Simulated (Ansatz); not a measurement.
FeGe: computed properties

Theory: DFT PBEsol, scalar-relativistic, plane waves, PAW (Ansatz 0.2.0).

Cutoff 420 eV; k points 8×8×8 on the computed 8-atom cell (Γ-centred); Gaussian smearing, width 0.10 eV; collinear spin from starting moments 1.2 1.2 1.2 1.2 0 0 0 0 μB.

The structure is relaxed at this level of theory with its symmetry kept. Whether it is the stable form of this composition wasn't checked.

```
Fe Ge
1.0
     4.59647    0.00000    0.00000
     0.00000    4.59647    0.00000
     0.00000    0.00000    4.59647
Fe Ge
4 4
Direct
  0.13623 0.13623 0.13623
  0.36377 0.86377 0.63623
  0.63623 0.36377 0.86377
  0.86377 0.63623 0.36377
  0.84197 0.84197 0.84197
  0.65803 0.15803 0.34197
  0.34197 0.65803 0.15803
  0.15803 0.34197 0.65803
```

Question: Formation energy from the elements' standard states (uncorrected)?

Answer: -0.201 eV/atom.

Question: Density of states at the Fermi level?

Answer: 5.20 states/eV per cell.

Question: Löwdin character within 0.5 eV of the Fermi level?

Answer: Fe 3d 90 %.

Question: Bulk modulus?

Answer: 186 GPa.

Question: Its pressure derivative?

Answer: 5.2.

Question: Bader charges (e)?

Answer: Fe (4 in the cell) 0.00, Ge (4 in the cell) 0.00.

Question: Total moment?

Answer: 4.06 μB per cell.

Question: Site moments (μB; atoms counted from 1 over the whole cell)?

Answer: Fe (atom 1) 1.09, Fe (atom 2) 1.09, Fe (atom 3) 1.09, Fe (atom 4) 1.09, Ge (atom 5) -0.04, Ge (atom 6) -0.04, Ge (atom 7) -0.04, Ge (atom 8) -0.04.

Only this magnetic start was tried.